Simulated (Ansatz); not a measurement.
Two shapes of doublet C6H5.

Shape 1:

```xyz
11

C     1.3418    0.0120   -0.0054
C     0.6773    1.1575    0.0066
C    -0.7050    1.1836    0.0446
C    -1.3602   -0.0397    0.0062
C    -0.7281   -1.2063   -0.0374
C     0.7032   -1.1858   -0.0460
H     1.2521    2.1523   -0.0483
H    -1.1924    2.1631   -0.0013
H    -2.4984   -0.0193    0.0423
H    -1.2256   -2.1132   -0.0332
H     1.2488   -2.1837   -0.0336
```

Shape 2:

```xyz
11

C     1.3900    0.0000    0.0000
C     0.6950    1.2038    0.0000
C    -0.6950    1.2038    0.0000
C    -1.3900    0.0000    0.0000
C    -0.6950   -1.2038    0.0000
C     0.6950   -1.2038    0.0000
H     1.2400    2.1477    0.0000
H    -1.2400    2.1477    0.0000
H    -2.4800    0.0000    0.0000
H    -1.2400   -2.1477    0.0000
H     1.2400   -2.1477    0.0000
```

Basis set: 6-31G* (spherical functions). Correlated methods keep 6 orbitals frozen. Charge 0, multiplicity 2.

Computed with Ansatz (development build ahead of 0.2.0); each method stands on the lowest determinant of its kind that the runs found.

Problem. Which shape is lower in energy, and by how much in each method?

Solution.

```csv
method,E(2) − E(1) (eV)
UHF,-0.562
UHF-MP2,-0.349
```

Shape 2 is lower. Caution: the unrestricted determinant is spin contaminated.
